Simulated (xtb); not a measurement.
Job for xtb: GFN1-xTB on CHN (SMILES C#N).

```
$ xtb mol.xyz --gfn 1 --sp --chrg 0 --uhf 0
3

H      0.00000000     0.00000000    -0.59377492
C      0.00000000     0.00000000    -1.66809824
N      0.00000000     0.00000000    -2.82525056
```

The head of its log:

```
[...]
           -------------------------------------------------
          |                Calculation Setup                |
           -------------------------------------------------



           -------------------------------------------------
          |                 G F N 1 - x T B                 |
           -------------------------------------------------

        Reference                      10.1021/acs.jctc.7b00118
      * Hamiltonian:
        H0-scaling (s, p, d)           1.850000    2.250000    2.000000
        zeta-weighting                 0.000000
      * Dispersion:
        s8                             2.400000
        a1                             0.630000
        a2                             5.000000
        s9                             0.000000
      * Repulsion:
        kExp                           1.500000
        rExp                           1.000000
      * Coulomb:
        alpha                          2.000000
        third order                    atomic
        anisotropic                    false
      * Halogen bond correction:
        rad-scale                      1.300000
        damping                        0.440000


          ...................................................
          :                      SETUP                      :
          :.................................................:
          :  # basis functions                  10          :
          :  # atomic orbitals                  10          :
          :  # shells                            6          :
          :  # electrons                        10          :
          :  # halogen bonds                     0          :
          :  max. iterations                   250          :
          :  Hamiltonian                  GFN1-xTB          :
          :  restarted?                      false          :
          :  GBSA solvation                  false          :
          :  PC potential                    false          :
          :  electronic temp.          300.0000000     K    :
          :  accuracy                    1.0000000          :
          :  -> integral cutoff          0.2500000E+02      :
          :  -> integral neglect         0.1000000E-07      :
          :  -> SCF convergence          0.1000000E-05 Eh   :
          :  -> wf. convergence          0.2000000E-04 e    :
          :  Broyden damping             0.4000000          :
          :  net charge                          0          :
          :  unpaired electrons                  0          :
          ...................................................

 iter      E             dE          RMSdq      gap      omega  full diag
   1     -5.8888842 -0.588888E+01  0.786E+00    7.03       0.0  T
   2     -5.8908152 -0.193096E-02  0.458E+00    7.04       1.0  T
```

**Question.** Give the final energy of this run.

**Answer.** -5.7823 hartree.
